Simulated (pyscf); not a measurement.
Insertion: `[OH][In]` [singlet] + `[SH2]` → `[OH][InH][SH]`

Gas phase, singlet surface, charge 0. Bonds broken: S4–H5. Bonds formed: In1–S4, In1–H5. Structures and frequencies: ωB97X-D3(BJ)/def2-SVP in PySCF. MP2 and CC: frozen core, UHF for open shells. ΔMP2 is the change of the MP2 total energy from the triple- to the quadruple-zeta basis.

Transition state (Å):

```xyz
6

In     0.7051     0.3823    -0.6162
O      1.8038     1.8467     0.1389
H      2.6272     1.9996    -0.3417
S     -1.4932    -0.0070     0.8095
H     -0.6465    -0.6979    -0.8525
H     -0.8368    -1.0195     1.4145
```

One imaginary mode, 1191i cm⁻¹; descent along it reached the two sides named, in the forms told below.

| bond | change | reactant side (Å) | saddle | product side |
|---|---|---|---|---|
| S4–H5 | breaks | 1.347 | 1.989 | 3.7 |
| In1–S4 | forms | 3.1 | 2.6 | 2.377 |
| In1–H5 | forms | 3.5 | 1.746 | 1.711 |

Electronic energies relative to the separated reactants (eV):

| level | barrier | reaction energy | reverse barrier |
|---|---|---|---|
| ωB97X-D3(BJ)/def2-TZVP | 1.73 | -0.55 | 2.28 |
| PBE/def2-TZVP | 1.39 | -0.14 | 1.54 |
| r²SCAN/def2-TZVP | 1.40 | -0.34 | 1.73 |
| B3LYP-D3(BJ)/def2-TZVP | 1.74 | -0.06 | 1.80 |
| PBE0-D3(BJ)/def2-TZVP | 1.57 | -0.31 | 1.87 |
| M06-2X/def2-TZVP | 1.77 | -0.30 | 2.08 |
| ωB97M-D3(BJ)/def2-TZVP | 1.92 | -0.22 | 2.14 |
| HF/def2-TZVP | 2.62 | -0.15 | 2.78 |
| MP2/def2-QZVPP | 1.76 | -0.20 | 1.96 |
| CCSD/def2-TZVPP | 2.01 | -0.20 | 2.21 |
| CCSD(T)/def2-TZVPP | 1.81 | -0.25 | 2.05 |
| CCSD(T)/def2-TZVPP + ΔMP2(QZVPP) | 1.78 | -0.22 | 2.00 |

With CCSD(T)/def2-TZVPP + ΔMP2(QZVPP) energies and thermal terms (ideal gas, 1 atm, RRHO with modes under 100 cm⁻¹ raised to 100, one conformer, R ln 2 for rigid chiral ones), in eV:

```tsv
T (K)	ΔH‡	ΔG‡	ΔH	ΔG
298	1.74	2.15	-0.21	+0.22
600	1.76	2.57	-0.17	+0.63
900	1.79	2.97	-0.11	+1.02
1200	1.82	3.36	-0.06	+1.39
```

On the reactant side the descent ends in a bound adduct, 0.41 eV under the separated species and 2.14 eV under the saddle at ωB97X-D3(BJ)/def2-TZVP. The same reactants have a lower exit, to HS–In [singlet] + H₂O (barrier -0.15 eV at ωB97M-D3(BJ), against +1.92 eV here). One saddle was located; it need not be the lowest between these sides. The CCSD(T) − MP2 part came from Ansatz, without density fitting, on the same reference. The frozen core leaves the outer d or s,p core shells of the metals and heavy elements correlated in the MP2 and CC values, and def2-TZVPP describes them poorly, which can shift differences by a few kcal/mol. Elements past Kr carry the def2 core potentials, without spin-orbit coupling.
